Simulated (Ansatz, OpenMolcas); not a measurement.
## C2H3N (SMILES CC#N): the vertical ionisation energy from total energies

C2H3N has 6 atoms, charge 0, and is taken as a singlet. As SMILES, `CC#N`. Geometry: relaxed at PBE0-D4/def2-TZVP.

Both states at this one shape; open shells run unrestricted unless said. 1 Eh = 27.2114 eV.

```
                                    level     program  singlet C2H3N (Eh)  doublet C2H3N+ (Eh)
                          M06-L/def2-TZVP  OpenMolcas         -132.788529          -132.346086
                           TPSS/def2-TZVP  OpenMolcas         -132.827582          -132.383970
       B3LYP/6-31G* (Cartesian functions)      Ansatz         -132.754493          -132.308715
CCSD(T)/def2-TZVP, 3 core orbitals frozen      Ansatz         -132.522757          -132.063999
```

**Question.** Work out the vertical ionisation energy at each level.

**Answer.** 
1. M06-L/def2-TZVP: -132.346086 − (-132.788529) = 0.442443 Eh = 12.04 eV.
2. TPSS/def2-TZVP: -132.383970 − (-132.827582) = 0.443612 Eh = 12.07 eV.
3. B3LYP/6-31G* (Cartesian functions): -132.308715 − (-132.754493) = 0.445778 Eh = 12.13 eV.
4. CCSD(T)/def2-TZVP: -132.063999 − (-132.522757) = 0.458758 Eh = 12.48 eV.

No measured value is set beside it here; the levels span 12.04 to 12.48 eV.
